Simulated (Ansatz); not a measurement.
Ansatz (a first-principles code) input:

Ansatz 0.2 input:
```yaml
crystal:
  periodic: [false, false, false]
  atoms:
    - {symbol: N, position_ang: [-0.01145875, -0.00903780, 1.39223881]}
    - {symbol: C, position_ang: [0.01263897, 0.00996867, -1.53563569]}
    - {symbol: C, position_ang: [-0.00474267, 1.12265867, 0.67570418]}
    - {symbol: C, position_ang: [-0.00625950, -1.13133635, 0.66105976]}
    - {symbol: C, position_ang: [0.00517208, -1.15387594, -0.73066420]}
    - {symbol: C, position_ang: [0.00673140, 1.16326450, -0.71560952]}
    - {symbol: H, position_ang: [-0.00886093, 2.04844858, 1.25811413]}
    - {symbol: H, position_ang: [-0.01162882, -2.06460934, 1.23139120]}
    - {symbol: H, position_ang: [0.00828127, -2.14459563, -1.19613558]}
    - {symbol: H, position_ang: [0.01117802, 2.15994364, -1.16816858]}
basis:
  gaussian:
    orbitals: def2-TZVP
hamiltonian:
  xc: b3lyp
  dispersion: d3bj
total_charge: -1
phonons: {temperatures: {t_min: 298.15, t_max: 298.15, t_step: 100}}
```

**Question.** What final total energy does it print?

**Answer.** -247.75381 Eh (B3LYP-D3(BJ)/def2-TZVP). The basis has 210 functions. The run takes around 2.8 core-minutes (rough).

It need not be the lowest isomer of its formula. Whether it binds its extra electron was not tested at this geometry.
